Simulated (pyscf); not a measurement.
Optimised with ωB97X-D3(BJ)/def2-SVP in PySCF. MP2 and CC: frozen core, UHF for open shells. ΔMP2 is the change of the MP2 total energy from the triple- to the quadruple-zeta basis.

**Question.** Estimate by transition-state theory (the high-pressure limit) the rate constant of F–SnH(Cl)–Cl -> Cl–Sn:–Cl [singlet] + HF (singlet surface; F–Sn, H–Sn broken, F–H formed) at 1200 K, with CCSD(T)/def2-TZVPP + ΔMP2(QZVPP) energies (ideal gas, 1 atm, RRHO with modes under 100 cm⁻¹ raised to 100, one conformer, R ln 2 for rigid chiral ones; no tunnelling).

**Answer.** The electronic barrier is 45.7 kcal/mol and the thermal terms add -1.7, so ΔG‡ = 44.1 kcal/mol. With k_BT/h = 2.50e+13 s⁻¹ and RT = 2.385 kcal/mol, k = 2.4e+05 s⁻¹; so small a molecule is far into fall-off at 1 atm, where the true rate is lower. Wigner's tunnelling factor for 1348i cm⁻¹ would be 1.11. A shift of 1 kcal/mol in the barrier changes k by a factor 1.5. On the product side the descent ends in a complex (not fully relaxed), 5.0 kcal/mol under the separated species and 47.5 kcal/mol under the saddle at ωB97X-D3(BJ)/def2-TZVP. At ωB97X-D3(BJ) the barrier from the zero used here is 48.2 kcal/mol. One saddle was located; it need not be the lowest between these sides. The CCSD(T) − MP2 part came from Ansatz, without density fitting, on the same reference. The frozen core leaves the outer d or s,p core shells of the metals and heavy elements correlated in the MP2 and CC values, and def2-TZVPP describes them poorly, which can shift differences by a few kcal/mol. Elements past Kr carry the def2 core potentials, without spin-orbit coupling.
